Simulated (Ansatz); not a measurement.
We consider bcc K, described by PBE in Ansatz (PAW).

Numerical settings: plane-wave cutoff 520 eV, 12×12×12 k mesh, Fermi–Dirac smearing 0.1 eV, perturbation theory, scalar-relativistic PAW data made under PBE.

The cell has the measured lattice parameters. Conventional cell: a = 5.3269 Å, b = 5.3269 Å, c = 5.3269 Å, α = 90.00°, β = 90.00°, γ = 90.00°.

Space group Im-3m (No. 229); a = b = c = 5.327 Å, α = β = γ = 90.00°

| atom | site | symmetry | x | y | z |
|---|---|---|---|---|---|
| K | 2a | m-3m | 0.0000 | 0.0000 | 0.0000 |
(The calculation used a cell of 1 atom; values per cell refer to that cell.)

Harmonic phonon frequencies (cm⁻¹; i marks an imaginary mode):

| q point | frequencies |
|---|---|
| H | 71 71 71 |
| N | 16 49 74 |
| P | 56 56 56 |

No imaginary mode appears at these points.

Note: the cell isn't this level's own, so it is under some stress, which shifts stiffness and frequencies.

Ansatz is an electronic-structure program.
